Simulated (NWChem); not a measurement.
Species: C4H4S cation, doublet; SMILES of the neutral closed-shell parent c1cscc1

```xyz
9

C      0.8085    -1.2360     0.0000
C     -0.5606    -1.3794     0.0000
C     -1.2208    -0.1189     0.0000
S     -0.1400     1.2155     0.0000
C      1.1933     0.1343     0.0000
H      1.5339    -2.0523     0.0000
H     -1.1012    -2.3283     0.0000
H     -2.3030     0.0474     0.0000
H      2.2176     0.5209     0.0000
```
Atoms are numbered in this order, from 1.

Level: PBE0/def2-SVP, spin-unrestricted (NWChem), optimised geometry, unscaled harmonic frequencies. In the optimisation the excess spin sits in a" (Cs, its own frame). This spin state was assumed; another may lie lower.

**Question.** List the harmonic frequencies with IR intensities, and the thermochemistry.

**Answer.** 
```tsv
frequency (cm⁻¹)	IR intensity (km/mol)
371	3.4
469	0.0
545	10.2
624	1.0
715	88.3
821	0.0
842	8.8
877	30.9
881	1.4
985	0.0
1014	12.1
1077	16.7
1120	0.0
1244	3.3
1371	109.3
1372	3.5
1558	42.2
3241	34.4
3246	14.8
3254	55.8
3266	31.7
```

```yaml
zero_point_energy: 41.3 kcal/mol
thermal correction to the enthalpy at 298.15 K (with zero-point energy): 44.6 kcal/mol
heat capacity Cv: 15.8 cal/(mol K)
"entropy at 298.15 K and 1 atm (symmetry number 2, electronic part: spin degeneracy alone)": 68.6 cal/(mol K)
```

Rigid rotor and harmonic oscillator.
